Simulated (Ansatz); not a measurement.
Cubic perovskite SrTiO3 (cubic form, which distorts at low temperature), treated with LDA in Ansatz (plane waves, PAW).

Numerical settings: plane-wave cutoff 520 eV, 6×6×6 k mesh, perturbation theory, no spin polarisation, scalar-relativistic PAW data made under PBE.

Cell (relaxed at this level):

```cif
data_O3SrTi
_chemical_formula_sum 'Sr1 Ti1 O3'
_space_group_name_H-M_alt 'P 1'
_space_group_IT_number 1
_cell_length_a 3.85421
_cell_length_b 3.85421
_cell_length_c 3.85421
_cell_angle_alpha 90.000
_cell_angle_beta 90.000
_cell_angle_gamma 90.000
loop_
_space_group_symop_operation_xyz
  'x, y, z'
loop_
_atom_site_label
_atom_site_type_symbol
_atom_site_fract_x
_atom_site_fract_y
_atom_site_fract_z
_atom_site_occupancy
Sr1 Sr 0.00000 0.00000 0.00000 1
Ti1 Ti 0.50000 0.50000 0.50000 1
O1 O 0.50000 0.00000 0.50000 1
O2 O 0.00000 0.50000 0.50000 1
O3 O 0.50000 0.50000 0.00000 1
```

### Question
Estimate the high-frequency dielectric constant that the calculation returns.

### Answer

* **high-frequency dielectric constant**: 6.30

Measured, for comparison: high-frequency dielectric constant 5.2 (temperature not stated, not corrected to a static lattice; as tabulated in Pishtshev (2010), arXiv:1006.0353). Computed (rounded) less measured: high-frequency dielectric constant +21 %.

Note: the relaxation could not lower the start's symmetry, so the cell can be a saddle point above a distorted one; the run finds an imaginary mode (95i cm⁻¹), so the cell is a saddle point at this level.

Ansatz is a program for electronic structure.
